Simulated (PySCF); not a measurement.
The vertical singlet excitations below were computed for one of the candidates. Computed with PySCF 2.14.0, density-fitted response routines, TDDFT CAM-B3LYP/def2-SVPD, vertical, gas phase, core orbitals frozen in the response. Geometries: GFN2-xTB, one conformer each.

```json
{"state": "S1", "E (eV)": "5.92", "f": "0.0000"}
{"state": "S2", "E (eV)": "6.17", "f": "0.352"}
{"state": "S3", "E (eV)": "6.22", "f": "0.0002"}
{"state": "S4", "E (eV)": "7.02", "f": "0.0037"}
{"state": "S5", "E (eV)": "7.02", "f": "0.0020"}
{"state": "S6", "E (eV)": "7.49", "f": "0.0000"}
{"state": "S7", "E (eV)": "7.67", "f": "0.0037"}
{"state": "S8", "E (eV)": "7.69", "f": "0.019"}
```

Triplets computed (Tamm–Dancoff): 3.74, 5.44, 5.73 eV.

Task: Which candidate is it?
A. `C#CC(=O)O`
B. `C=P(C)(C)C`
C. `C=CCF`
D. `ClC=C(Cl)Cl`

Result: D. Its S1 lies at 5.92 eV; the nearest of the others has S1 at 4.97 eV. S1 is HOMO→LUMO+1 (87%). Löwdin shares by element: HOMO carbon 46%, chlorine 40% or more; LUMO carbon 63%, chlorine 21% or more (atoms not listed hold the other 16%). At the same level the other candidates give, for their lowest levels:
- `C=P(C)(C)C`: 4.80 eV (f 0.078); 5.59 eV (f 0.001); 5.96 eV (f 0.075); 6.20 eV (f 0.091); 6.32 eV (f 0.001); T1 4.41 eV; HOMO -6.41, LUMO 1.01 eV
- `C#CC(=O)O`: 4.97 eV (f 0.000); 5.85 eV (f 0.000); 6.17 eV (f 0.070); 7.06 eV (f 0.000); 7.56 eV (f 0.048); T1 4.55 eV; HOMO -9.99, LUMO -0.50 eV
- `C=CCF`: 7.39 eV (f 0.021); 7.69 eV (f 0.429); 8.13 eV (f 0.012); 8.31 eV (f 0.000); 8.52 eV (f 0.020); T1 4.52 eV; HOMO -9.14, LUMO 1.29 eV
